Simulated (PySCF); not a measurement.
Here is a computed B3LYP/6-31+G* geometry (Å):
```
atom  x, y, z in Å
C1     1.858    0.317    0.039
C2     0.660    0.119    0.072
C3    -0.690   -0.105    0.109
C4    -1.888   -0.304    0.142
H5     2.910    0.490    0.012
H6    -2.940   -0.477    0.170
```

Neutral, closed shell.

**Question.** Read off the bonds between heavy atoms and their formal orders.

**Answer.** C1–C2 1.21 Å (triple); C2–C3 1.37 Å (single); C3–C4 1.21 Å (triple). Bonds to hydrogen (Å): C1–H5 1.07; C4–H6 1.07.

**Question.** Which species is it?

**Answer.** `C#CC#C`, C4H2, diacetylene.

**Question.** What is the point group of this geometry?

**Answer.** D∞h (tolerance 0.08 Å).

**Question.** Describe the place of each heavy atom.

**Answer.** C1/C4: terminal alkyne carbon; C2/C3: alkyne carbon.

**Question.** What is the arrangement about C2?

**Answer.** It has 2 neighbours (C1, C3) and is linear (angle 180.0°).

**Question.** What is the arrangement about C1?

**Answer.** It has 2 neighbours (C2, H5) and is linear (angle 179.8°).
